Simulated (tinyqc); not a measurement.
Worked calculation: CCD on RHF in the sto-3g basis, frozen core, for H2F+, spin multiplicity 1. One step of it, computed by the program tinyqc.

Task: Iteration 8 (converged): orbitals. Diagonalise F' = X^T F X, C = X C', fill 5 alpha and 5 beta electrons from the bottom; D = 2 C_occ C_occ^T. Each column has its largest component positive (the first on a tie).

converged F (hartree), order 1F 1s, 1F 2s, 1F 2px, 1F 2py, 1F 2pz, 2H 1s, 3H 1s:
```
[[-26.572578, -6.776072, 0.000000, 0.000000, -0.021046, -0.893034, -0.893034],
 [-6.776072, -3.577340, 0.000000, 0.000000, -0.091118, -0.972809, -0.972809],
 [0.000000, 0.000000, -1.000360, 0.000000, 0.000000, 0.000000, 0.000000],
 [0.000000, 0.000000, 0.000000, -0.898702, 0.000000, -0.459691, 0.459691],
 [-0.021046, -0.091118, 0.000000, 0.000000, -0.936295, -0.387177, -0.387177],
 [-0.893034, -0.972809, 0.000000, -0.459691, -0.387177, -0.721110, -0.284567],
 [-0.893034, -0.972809, 0.000000, 0.459691, -0.387177, -0.284567, -0.721110]]
```

X, order 1F 1s, 1F 2s, 1F 2px, 1F 2py, 1F 2pz, 2H 1s, 3H 1s:
```
[[-0.408471, 0.000000, 0.692568, 0.000000, -0.614000, 0.000000, 0.205316],
 [0.978525, 0.000000, -0.241014, 0.000000, -0.294387, 0.000000, 0.465128],
 [0.000000, 0.000000, 0.000000, 1.000000, 0.000000, 0.000000, 0.000000],
 [0.000000, 0.792807, 0.000000, 0.000000, 0.000000, 0.711425, 0.000000],
 [0.392812, 0.000000, 0.695781, 0.000000, 0.619738, 0.000000, 0.197391],
 [-0.573522, -0.729121, -0.213960, 0.000000, 0.179746, 0.386783, 0.391276],
 [-0.573522, 0.729121, -0.213960, 0.000000, 0.179746, -0.386783, 0.391276]]
```

Give: F' = X^T F X; orbital energies; coefficients C; D after iteration 8.

Result:

F' = X^T F X (hartree):
```
[[-1.616, 0.000, 3.612, 0.000, -3.380, 0.000, 1.109],
 [0.000, 0.034, 0.000, 0.000, 0.000, -0.066, 0.000],
 [3.612, 0.000, -10.667, 0.000, 10.641, 0.000, -5.423],
 [0.000, 0.000, 0.000, -1.000, 0.000, 0.000, 0.000],
 [-3.380, 0.000, 10.641, 0.000, -12.725, 0.000, 6.117],
 [0.000, -0.066, 0.000, 0.000, 0.000, -1.091, 0.000],
 [1.109, 0.000, -5.423, 0.000, 6.117, 0.000, -4.666]]
```

orbital energies (hartree): [-26.582, -1.987, -1.095, -1.025, -1.000, -0.080, 0.038]

coefficients C, order 1F 1s, 1F 2s, 1F 2px, 1F 2py, 1F 2pz, 2H 1s, 3H 1s:
```
[[0.995, -0.252, 0.000, 0.062, 0.000, 0.092, 0.000],
 [0.022, 0.963, 0.000, -0.307, 0.000, -0.545, 0.000],
 [0.000, 0.000, 0.000, 0.000, 1.000, 0.000, 0.000],
 [0.000, 0.000, 0.756, 0.000, 0.000, 0.000, -0.750],
 [0.002, 0.087, 0.000, 0.860, 0.000, -0.561, 0.000],
 [-0.003, 0.080, 0.344, 0.236, 0.000, 0.706, 0.750],
 [-0.003, 0.080, -0.344, 0.236, 0.000, 0.706, -0.750]]
```

D after iteration 8, order 1F 1s, 1F 2s, 1F 2px, 1F 2py, 1F 2pz, 2H 1s, 3H 1s:
```
[[2.114, -0.480, 0.000, 0.000, 0.066, -0.018, -0.018],
 [-0.480, 2.043, 0.000, 0.000, -0.359, 0.008, 0.008],
 [0.000, 0.000, 2.000, 0.000, 0.000, 0.000, 0.000],
 [0.000, 0.000, 0.000, 1.144, 0.000, 0.520, -0.520],
 [0.066, -0.359, 0.000, 0.000, 1.494, 0.420, 0.420],
 [-0.018, 0.008, 0.000, 0.520, 0.420, 0.361, -0.112],
 [-0.018, 0.008, 0.000, -0.520, 0.420, -0.112, 0.361]]
```
